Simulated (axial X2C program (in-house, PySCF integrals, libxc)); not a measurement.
# Correcting the dissociation energy of LiF⁺ for spin–orbit coupling

A spin-free CCSD(T) curve (one-electron X2C) was computed with an in-house relativistic program for diatomic molecules, basis F dyall-av3z [7s6p3d2f], Li dyall-cv3z [7s8p2d] (cores contracted in-house), for the state M_S = 1/2, Λ = 1 (beyond evenly filled blocks: π+α, π+β, π-α). It gives D0 = 0.247 eV to F + Li+, which in a spin-free picture are the weighted means of the ground terms.

Correlated methods: 7 electrons correlated (number of frozen shells: F 1 s; Li 1 s), 171 virtual spin orbitals or spinors in MP2, 68 natural virtuals in coupled cluster.

Measured levels of the ground terms (NIST Handbook of Basic Atomic Spectroscopic Data), in cm⁻¹: F 2P: J = 3/2 at 0, J = 1/2 at 404.1; Li+ 1S: J = 0 at 0.

The two components of the molecular doublet are 267 cm⁻¹ apart in the PBE0 2c search (Ω = 3/2 lower), so the lower one lies 134 cm⁻¹ under their mean.

Problem. How far does each ground level lie under the (2J+1)-weighted mean of its term?

Solution. F: (4 × 0 + 2 × 404.1)/6 = 135 cm⁻¹; Li+: a single level, 0.

Problem. Correct D0.

Solution. D0 = 0.247 + (134 − 135)/8065.5 = 0.247 eV at CCSD(T) with these spin–orbit terms. The direct two-component run gives 0.248 eV; the difference holds second-order terms in the molecule, scalar two-electron terms, the gap between measured and computed atomic splittings (a 2c atom can miss part of its lowering) and, in coupled cluster, the truncation of each run.

Second-order spin–orbit effects in the molecule, which grow quickly with Z, are left out. Occupations by symmetry block were frozen at the best pattern of an incomplete PBE0 search. Dissociation energies refer to the lowest single-determinant-based atoms at the same level and basis. Coupled cluster ran in a truncated set of natural virtual spinors; the MP2 energy of the rest was added. (T) has no such correction and the atoms are truncated less, which lowers De at CCSD(T) by a hundredth of an eV or more. Other states lie close and PBE0, whose exact exchange favours high spin, may order them wrongly; the determinant shown need not be the ground state. The nearest other spin-free determinant of the search, M_S = 1/2, Λ = 0, lies 0.26 eV up at the distance of the search.
